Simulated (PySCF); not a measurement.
**`C1=CC=C1`, C4H4**

Molfile (atoms numbered from 1):
```
C4H4
     RDKit          3D

  8  8  0  0  0  0  0  0  0  0999 V2000
    1.0150   -0.1632    0.0406 C   0  0  0  0  0  0  0  0  0  0  0  0
    0.3174    0.9754    0.0825 C   0  0  0  0  0  0  0  0  0  0  0  0
   -1.0157    0.1643   -0.0684 C   0  0  0  0  0  0  0  0  0  0  0  0
   -0.3180   -0.9744   -0.1102 C   0  0  0  0  0  0  0  0  0  0  0  0
    2.0731   -0.4239    0.0905 H   0  0  0  0  0  0  0  0  0  0  0  0
    0.5681    2.0326    0.1800 H   0  0  0  0  0  0  0  0  0  0  0  0
   -2.0738    0.4250   -0.1182 H   0  0  0  0  0  0  0  0  0  0  0  0
   -0.5688   -2.0315   -0.2077 H   0  0  0  0  0  0  0  0  0  0  0  0
  1  2  2  0
  2  3  1  0
  3  4  2  0
  4  1  1  0
  1  5  1  0
  2  6  1  0
  3  7  1  0
  4  8  1  0
M  END
```

Method: GIAO B3LYP/MINI magnetisability, rotational g tensor and spin-rotation constants, non-relativistic, gas phase in PySCF 2.14.0. Geometry: PBE0-D3(BJ)/def2-SVP.

**Question.** Give the nuclear spin-rotation constants along the inertial axes (H = +C I·J) beside the isotropic shieldings.

**Answer.** Rotational constants 16.9631, 12.8859, 7.3230 GHz. A star marks the isotopologue with that one atom substituted, in its own axes.
| atom | isotope | Caa (kHz) | Cbb (kHz) | Ccc (kHz) | mean (kHz) | σ (ppm) |
| --- | --- | --- | --- | --- | --- | --- |
| H5 | 1H | 0.141 | -0.355 | -1.037 | -0.417 | 23.5 |
| H6 | 1H | 0.141 | -0.354 | -1.037 | -0.417 | 23.5 |
| H7 | 1H | 0.141 | -0.355 | -1.037 | -0.417 | 23.5 |
| H8 | 1H | 0.141 | -0.354 | -1.037 | -0.417 | 23.5 |
| C1 | 13C* | 6.736 | 2.758 | 0.979 | 3.491 | 91.3 |

For the geometry as given, no vibrational averaging.
